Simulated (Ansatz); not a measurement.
Results of r²SCAN+rVV10 (PAW; Ansatz, a quantum-chemistry and plane-wave program) for grey tin (α-Sn).

Numerical settings: plane-wave cutoff 560 eV, 10×10×10 k mesh, Fermi–Dirac smearing 0.01 eV, scalar-relativistic PAW data made under PBE.

Computed at the level's own relaxed cell.

### Question
Predict the width of the whole s-p valence band, bulk modulus B0 and equilibrium volume per atom.

### Answer

- width of the whole s-p valence band = 11.01 eV
- bulk modulus B0 = 45.2 GPa
- equilibrium volume per atom = 34.84 Å³/atom

The run finds no gap.

Measured, for comparison: bulk modulus 42.8 GPa (0 K value with the zero-point phonon effect removed; as tabulated in Mejia-Rodriguez and Trickey (2018), arXiv:1807.09216); equilibrium volume per atom 33.97 Å³/atom (static lattice: zero-point anharmonic expansion removed; as tabulated in Mejia-Rodriguez and Trickey (2018), arXiv:1807.09216). Computed (rounded) less measured: bulk modulus +6 %, equilibrium volume per atom +2.6 %.

Spin–orbit coupling is not included; it can open a gap where bands touch, and shift volumes and moduli.

Static lattice: no zero-point or thermal effects.

The result took around 90 core-seconds (rough).
